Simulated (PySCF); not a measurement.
carbonyl sulfide (COS), SMILES O=C=S. Atoms are numbered in the order given.

```xyz
3

O      0.0000     0.0000    -1.6805
C      0.0000     0.0000    -0.5250
S      0.0000     0.0000     1.0371
```

The structure is a stationary point at B3LYP-D3(BJ)/def2-TZVP.

Two levels are set side by side: PBE/pcSseg-2 (PySCF) and B3LYP/pcSseg-2 (PySCF). GIAO shifts against H2O (¹⁷O), H2S (³³S), TMS (¹³C) at the same level; non-relativistic, no solvent, atoms listed together averaged. Differences are taken from unrounded values.

```json
[
 {"quantity": "δ(¹⁷O) of O1 (ppm)", "PBE": "255.4"},
 {"quantity": "δ(¹³C) of C2 (ppm)", "PBE": "158.4"},
 {"quantity": "δ(³³S) of S3 (ppm)", "PBE": "-63.8"}
]
```

Question: These are the PBE values. What does B3LYP give? (An estimate is asked for; the answer gives what the named calculation found.)

Answer: 
```
quantity            B3LYP  PBE minus B3LYP
------------------  -----  ---------------
δ(¹⁷O) of O1 (ppm)  253.2              2.2
δ(¹³C) of C2 (ppm)  166.7             -8.3
δ(³³S) of S3 (ppm)  -77.7             13.8
```

Rough cost on one machine, each run with all the roots and properties that it gave: B3LYP against PBE within a factor of 2.
